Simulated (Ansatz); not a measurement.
Method: frozen-core CCSD(T)/cc-pVTZ // B3LYP-D3(BJ)/def2-TZVP in Ansatz (a quantum-chemistry and plane-wave program).

Ansatz 0.2 input:
```yaml
crystal:
  periodic: [false, false, false]
  atoms:
    - { symbol: F, position_ang: [-0.92495, -1.347242, -0.000234] }
    - { symbol: Al, position_ang: [0.000019, -0.000033, -0.000029] }
    - { symbol: F, position_ang: [1.629232, -0.127309, -0.000212] }
    - { symbol: F, position_ang: [-0.704301, 1.474583, 0.000474] }
basis:
  gaussian: { orbitals: cc-pVTZ }
correlation:
  method: ccsd_t
```

Output:

```
Functional definition: HF
778 factors; integrals over basis functions are off by at most 1.3e-3 eV
mean field evaluation 1: about -14706.9150 eV, gradient 4.7e1 eV
mean field evaluation 2: about -14706.9804 eV, gradient 4.7e1 eV
mean field evaluation 4: about -14710.2723 eV, gradient 1.4e0 eV
mean field evaluation 8: about -14710.2984 eV, gradient 9.5e-5 eV
mean field evaluation 16: about -14710.1491 eV, gradient 1.3e0 eV
mean field -14710.29841327 eV, -540.5934956892 hartree, gradient 8.2e-7 eV, S^2 0.000000; 0 other end points of the search recorded, 0 dependent functions left out
8 core orbitals not correlated
reference -14710.29841327 eV, -540.5934956892 hartree; 12, 12 occupied and 104, 104 virtual orbitals, 778 factors
second order -22.61554599 eV of doubles, -0.00000000 eV of singles
cycle   1  -22.02527501 eV  change    5.9e-1 eV  update   9.4e-2
cycle   2  -22.42757219 eV  change   -4.0e-1 eV  update   2.7e-2
cycle   3  -22.52950292 eV  change   -1.0e-1 eV  update   1.3e-2
cycle   4  -22.51083101 eV  change    1.9e-2 eV  update   2.7e-3
cycle   5  -22.50722155 eV  change    3.6e-3 eV  update   9.5e-4
cycle   6  -22.50787353 eV  change   -6.5e-4 eV  update   3.0e-4
cycle   7  -22.50777750 eV  change    9.6e-5 eV  update   8.1e-5
cycle   8  -22.50771377 eV  change    6.4e-5 eV  update   2.3e-5
cycle   9  -22.50772037 eV  change   -6.6e-6 eV  update   6.1e-6
perturbative correction -0.62508787 eV, -0.0229715554 hartree
Total energy: -14733.43122150 eV, -541.4436107118 hartree
```

Cost: around 12 core-seconds (rough).
